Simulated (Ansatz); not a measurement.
**C₂H₄Cl+ (SMILES C[CH+]Cl): one structure at several levels**

How do the functionals fare away from a minimum? The structure is a structure displaced at random from a GFN2-xTB minimum.

Program: Ansatz 0.2.0, Gaussian basis. Level of theory: single points in def2-TZVPP. These are calculated values, not measurements.

Correlated methods freeze the cores.

### 1 The system as given

SMILES `C[CH+]Cl`, 7 atoms, charge 1, spin multiplicity 1.

Atoms are counted from 1 here; the program's logs count them from 0.

Bond lengths: C1–C2 1.469 Å, C1–H4 1.090 Å, C1–H5 1.098 Å, C1–H6 1.090 Å, C2–Cl3 1.617 Å, C2–H7 1.095 Å. Angles: C2–C1–H4 110.0°, C2–C1–H5 108.8°, C2–C1–H6 114.6°, H4–C1–H5 100.6°, H4–C1–H6 110.8°, H5–C1–H6 111.1°, C1–C2–Cl3 123.7°, C1–C2–H7 115.7°, Cl3–C2–H7 120.5°.

As a file:

```xyz
7

C    -0.5279    0.3923    0.0179
C     0.6343   -0.5020   -0.0757
Cl    1.5858   -0.8714    1.1781
H    -1.4178   -0.1127   -0.3584
H    -0.4194    1.1926   -0.7264
H    -0.7065    0.8027    1.0122
H     0.8096   -0.9520   -1.0580
```

### 2 CCSD(T)/def2-TZVPP

run/in.yaml

```yaml
crystal:
  periodic: [false, false, false]
  atoms:
    - {symbol: C, position_ang: [-0.527900, 0.392300, 0.017900]}
    - {symbol: C, position_ang: [0.634300, -0.502000, -0.075700]}
    - {symbol: Cl, position_ang: [1.585800, -0.871400, 1.178100]}
    - {symbol: H, position_ang: [-1.417800, -0.112700, -0.358400]}
    - {symbol: H, position_ang: [-0.419400, 1.192600, -0.726400]}
    - {symbol: H, position_ang: [-0.706500, 0.802700, 1.012200]}
    - {symbol: H, position_ang: [0.809600, -0.952000, -1.058000]}
basis:
  gaussian: {orbitals: def2-TZVPP}
total_charge: 1
correlation: {method: ccsd_t}
output: {forces: true}
```

No record of the launch command was kept for these runs.

### 3 PBE0-D4/def2-TZVPP

run/in.yaml, as its differences from that of step 2:

```diff
@@ -13,3 +13,3 @@
 total_charge: 1
-correlation: {method: ccsd_t}
-output: {forces: true}
+hamiltonian: {xc: pbe0, dispersion: d4}
+output: {forces: true, orbitals: {seedname: orbitals}}
```

### 4 wB97M-V/def2-TZVPP

run/in.yaml, as its differences from that of step 3:

```diff
@@ -13,3 +13,3 @@
 total_charge: 1
-hamiltonian: {xc: pbe0, dispersion: d4}
-output: {forces: true, orbitals: {seedname: orbitals}}
+hamiltonian: {xc: {name: wB97M-V}}
+output: {forces: true}
```

### 5 r2SCAN-D4/def2-TZVPP

run/in.yaml, as its differences from that of step 4:

```diff
@@ -13,3 +13,3 @@
 total_charge: 1
-hamiltonian: {xc: {name: wB97M-V}}
+hamiltonian: {xc: r2scan, dispersion: d4}
 output: {forces: true}
```

### 6 PBE-D4/def2-TZVPP

run/in.yaml, as its differences from that of step 5:

```diff
@@ -13,3 +13,3 @@
 total_charge: 1
-hamiltonian: {xc: r2scan, dispersion: d4}
+hamiltonian: {xc: pbe, dispersion: d4}
 output: {forces: true}
```

### 7 B97M-V/def2-TZVPP

run/in.yaml, as its differences from that of step 6:

```diff
@@ -13,3 +13,3 @@
 total_charge: 1
-hamiltonian: {xc: pbe, dispersion: d4}
+hamiltonian: {xc: {name: B97M-V}}
 output: {forces: true}
```

### 8 SPW92/def2-TZVPP

run/in.yaml, as its differences from that of step 7:

```diff
@@ -13,3 +13,3 @@
 total_charge: 1
-hamiltonian: {xc: {name: B97M-V}}
+hamiltonian: {xc: lda}
 output: {forces: true}
```

(Steps that only read results are left out.)

**Question.** What will these runs give? Wanted: energy less free atoms, CCSD(T)/def2-TZVPP; RMS force component; RMS force error; HOMO and LUMO, PBE0-D4; T1 diagnostic.

As calculated:

```
                                  quantity                                                                                        value
energy less free atoms, CCSD(T)/def2-TZVPP                                                                              -392.6 kcal/mol
                       RMS force component                                                         0.352 to 0.696 eV/Å over the methods
                           RMS force error  PBE0-D4 0.211, wB97M-V 0.115, r2SCAN-D4 0.214, PBE-D4 0.292, B97M-V 0.212, SPW92 0.499 eV/Å
                    HOMO and LUMO, PBE0-D4                                                                          -15.89 and -9.99 eV
                             T1 diagnostic                                                                                        0.019
```

Against CCSD(T) the functionals' energies less atoms differ by -104.2 to -18.1 kcal/mol, PBE-D4 by -33.1 kcal/mol. The reference is not at the basis limit: in triple zeta CCSD(T) underbinds, which counts against methods that bind more; the gaps are no ranking. For forces wB97M-V does best and SPW92 worst. Frozen-core CCSD(T) forces in triple zeta carry basis errors of their own, and this is one geometry, so small gaps rank nothing.
